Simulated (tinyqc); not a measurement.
Inside a calculation. Method: MP2 on RHF in the sto-6g basis, frozen core, for H2O, spin multiplicity 1. One step of it, computed by the program tinyqc.

Question. Iteration 8 (converged): orbitals. Diagonalise F' = X^T F X, C = X C', fill 5 alpha and 5 beta electrons from the bottom; D = 2 C_occ C_occ^T. Each column has its largest component positive (the first on a tie).

converged F (hartree), order 1O 1s, 1O 2s, 1O 2px, 1O 2py, 1O 2pz, 2H 1s, 3H 1s:
```
[[-20.515912, -4.963363, 0.000000, -0.001606, -0.024831, -0.942733, -0.779097],
 [-4.963363, -2.303967, 0.000000, -0.016281, -0.071390, -0.845314, -0.736237],
 [0.000000, 0.000000, -0.390121, 0.000000, 0.000000, 0.000000, 0.000000],
 [-0.001606, -0.016281, 0.000000, -0.240589, -0.017794, -0.378302, 0.349720],
 [-0.024831, -0.071390, 0.000000, -0.017794, -0.279386, -0.321001, -0.300413],
 [-0.942733, -0.845314, 0.000000, -0.378302, -0.321001, -0.454955, -0.235606],
 [-0.779097, -0.736237, 0.000000, 0.349720, -0.300413, -0.235606, -0.378238]]
```

X, order 1O 1s, 1O 2s, 1O 2px, 1O 2py, 1O 2pz, 2H 1s, 3H 1s:
```
[[-0.316953, 0.112609, 0.736424, 0.000000, -0.612639, -0.016170, 0.180163],
 [1.011999, -0.266175, -0.284355, 0.000000, -0.294360, -0.024538, 0.451662],
 [0.000000, 0.000000, 0.000000, 1.000000, 0.000000, 0.000000, 0.000000],
 [0.266531, 0.831139, -0.005342, 0.000000, 0.007403, 0.678148, 0.030546],
 [0.450665, -0.117830, 0.658180, 0.000000, 0.640061, -0.014188, 0.202950],
 [-0.886125, -0.549570, -0.171200, 0.000000, 0.142765, 0.357850, 0.405900],
 [-0.390441, 0.897317, -0.190243, 0.000000, 0.154195, -0.416078, 0.358323]]
```

Give: F' = X^T F X; orbital energies; coefficients C; D after iteration 8.

Answer.

F' = X^T F X (hartree):
```
[[-0.116, 0.301, 2.075, 0.000, -1.608, -0.009, 0.434],
 [0.301, 0.454, -0.882, 0.000, 0.742, 0.110, -0.247],
 [2.075, -0.882, -8.953, 0.000, 8.833, 0.274, -4.058],
 [0.000, 0.000, 0.000, -0.390, 0.000, 0.000, 0.000],
 [-1.608, 0.742, 8.833, 0.000, -9.455, -0.295, 4.342],
 [-0.009, 0.110, 0.274, 0.000, -0.295, -0.555, 0.135],
 [0.434, -0.247, -4.058, 0.000, 4.342, 0.135, -3.048]]
```

orbital energies (hartree): [-20.519, -1.214, -0.555, -0.431, -0.390, 0.450, 0.596]

coefficients C, order 1O 1s, 1O 2s, 1O 2px, 1O 2py, 1O 2pz, 2H 1s, 3H 1s:
```
[[0.997, -0.228, 0.014, 0.084, 0.000, 0.099, 0.030],
 [0.014, 0.889, -0.079, -0.462, 0.000, -0.641, -0.216],
 [0.000, 0.000, 0.000, 0.000, 1.000, 0.000, 0.000],
 [0.000, 0.016, 0.602, -0.045, 0.000, 0.214, -0.901],
 [0.002, 0.083, 0.061, 0.758, 0.000, -0.695, -0.183],
 [-0.003, 0.153, 0.465, 0.285, 0.000, 0.532, 0.909],
 [-0.003, 0.127, -0.431, 0.368, 0.000, 0.845, -0.517]]
```

D after iteration 8, order 1O 1s, 1O 2s, 1O 2px, 1O 2py, 1O 2pz, 2H 1s, 3H 1s:
```
[[2.105, -0.456, 0.000, 0.002, 0.095, -0.015, -0.013],
 [-0.456, 2.020, 0.000, -0.024, -0.562, -0.065, -0.046],
 [0.000, 0.000, 2.000, 0.000, 0.000, 0.000, 0.000],
 [0.002, -0.024, 0.000, 0.730, 0.008, 0.539, -0.548],
 [0.095, -0.562, 0.000, 0.008, 1.170, 0.514, 0.527],
 [-0.015, -0.065, 0.000, 0.539, 0.514, 0.641, -0.152],
 [-0.013, -0.046, 0.000, -0.548, 0.527, -0.152, 0.675]]
```
